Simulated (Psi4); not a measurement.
Process, species as SMILES: N (NH3) → [NH2-] + H+
B3LYP-D3(BJ)/def2-TZVP geometries, fixed; electronic energies without zero-point terms.

How fast the deprotonation energy converges with the basis for several methods (Psi4): deviation from each method's own reference, in kcal/mol. References: B3LYP 410.98 kcal/mol, the value in aug-cc-pVQZ; HF 422.06 kcal/mol, the value in aug-cc-pVQZ; MP2 408.55 kcal/mol, Hartree-Fock in aug-cc-pVQZ plus the correlation part extrapolated as X^-3 from aug-cc-pVTZ and aug-cc-pVQZ; PBE 407.61 kcal/mol, the value in aug-cc-pVQZ. Cartesian d functions, on some or all atoms, in 6-31+G*; all else is spherical. Density fitting with the program's default auxiliary sets. In correlated methods cores are frozen. Psi4's default fitting sets serve the pcseg sets less well. No added dispersion term, no relativity. 

```tsv
basis	functions	B3LYP	HF	MP2	PBE
6-31+G*	25	0.92	-0.56	2.47	1.73
cc-pVDZ	29	35.93	26.52	40.93	38.34
def2-TZVP	49	12.94	8.31	15.19	14.79
def2-TZVPPD	88	4.42	2.58	5.13	5.35
6-311++G(3df,3pd)	93	1.43	0.36	2.27	2.00
def2-QZVPPD	162	2.73	1.50	3.36	3.36
aug-pcseg-3	232	-0.66	0.04	0.35	-1.23
cc-pV5Z	256	6.84	3.94	7.51	8.10
```

Mean absolute deviation over def2-TZVP, def2-TZVPPD, 6-311++G(3df,3pd): HF 3.75, B3LYP 6.26, PBE 7.38, MP2 7.53 kcal/mol.
